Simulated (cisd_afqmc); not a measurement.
Input (AFQMC/CISD/cc-pV(D+d)Z; cisd_afqmc is a phaseless AFQMC code with CISD trial states that reads the integrals written by Ansatz): A basis named .json is the Basis Set Exchange file of that set.

Ansatz 0.2 input:
```python
import cisd_afqmc

open("ham.yaml", "w").write("""\
crystal:
  periodic: [false, false, false]
  atoms:
    - {symbol: C, position_ang: [0.00819413, 0.01326082, -1.13371283]}
    - {symbol: Cl, position_ang: [-0.00477402, -0.00772595, 0.66051769]}
    - {symbol: H, position_ang: [0.01747178, 1.04777215, -1.46340501]}
    - {symbol: H, position_ang: [0.89974992, -0.50396843, -1.47517859]}
    - {symbol: H, position_ang: [-0.88522815, -0.49202752, -1.48794019]}
basis:
  gaussian:
    orbitals: cc-pV_D+d_Z.json
magnetization: {spin_polarized: false}
correlation: {method: ccsd, electrons: outside_noble_gas, hamiltonian_folder: ham}
""")
rep = cisd_afqmc.ansatz("ham.yaml")
e_ccsd = rep["correlation"]["coupled_cluster"]["energy"]["hartree"]
out = cisd_afqmc.run("ham", e_ccsd, trial="CISD", walkers=200, populations=8, threads=8, dt=0.005, steps=40, early=24, settle=10, least=32,
    cut=5e-5, rank_cut=2e-4, target=0.0004, seconds=1500, seed=1, memory=17280, gpu=False)
```

Output:

```
orbitals 46, occupied [7], factors 270 of 500, rank of the doubles 128 of 273
E(HF) = -499.119545
E(CCSD) on the cut factors = -499.438844, shift to the whole factors -0.000015
Energy of the trial state on the determinant = -499.438798
  tau behind 7.2 of longer steps, mean of the populations' last blocks
   2.0  -499.44705
   4.0  -499.44744
   6.0  -499.44816
   8.0  -499.44818
blocks 258 (0 outliers left out), error by blocks joined: 1: 0.00015, 2: 0.00018, 4: 0.00022, 8: 0.00027, 16: 0.00030
E(AFQMC/CISD) = -499.44795 +/- 0.00030
```
